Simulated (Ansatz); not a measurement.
## H₃O (charge +1), SMILES [OH3+]: a comparison of methods with full CI

Run with Ansatz's Python interface.

`h3o.xyz`
```text
4

O     0.19605   -0.06102   -0.05690
H     0.21423    0.91944    0.01647
H    -0.41341   -0.36662   -0.76568
H     0.00313   -0.49180    0.80612
```

The script, `h3o_fci.py`:
```python
"""Approximate methods against full CI for H3O(+) in a small basis."""

import ansatz as az

geometry = az.Crystal.molecule_from_extxyz("h3o.xyz")

setup = geometry.calculation().basis(gaussian="6-31G").charge(1)
exact = setup.correlation("fci").run(threads=1, backend="cpu").report
print(f"full CI {exact['free_energy_ev'] / 27.211386246:.7f} Ha over {exact['configurations']['states'][0]['n_determinants']} determinants")
print("natural occupations", [round(n, 4) for n in exact["configurations"]["natural_occupations"]])
print(f"hf       misses {1000 * (exact['reference_energy_ev'] - exact['free_energy_ev']) / 27.211386246:9.3f} mHa")
for method in ["mp2", "ccsd", "ccsd_t", "ccsdt"]:
    e = setup.correlation(method).run(threads=1, backend="cpu").report["free_energy_ev"]
    print(f"{method:8s} misses {1000 * (e - exact['free_energy_ev']) / 27.211386246:9.3f} mHa")
```

```console
$ python h3o_fci.py
full CI -76.4062836 Ha over 1002001 determinants
natural occupations [1.9871, 1.9787, 1.9716, 1.9716, 0.0242, 0.0242, 0.0213, 0.0141, 0.0025, 0.0025, 0.0016, 0.0003, 0.0003, 0.0002]
hf       misses   139.512 mHa
mp2      misses     9.521 mHa
ccsd     misses     1.566 mHa
ccsd_t   misses     0.510 mHa
ccsdt    misses     0.404 mHa
```

Total energies depend on the basis set; only differences at equal settings carry meaning. Full CI is exact only within this small basis and its frozen core, at an unrelaxed geometry. Timing: 2.4 s on 1 thread of Intel(R) Xeon(R) Processor @ 2.30GHz (shared host), peak memory 0.24 GiB.
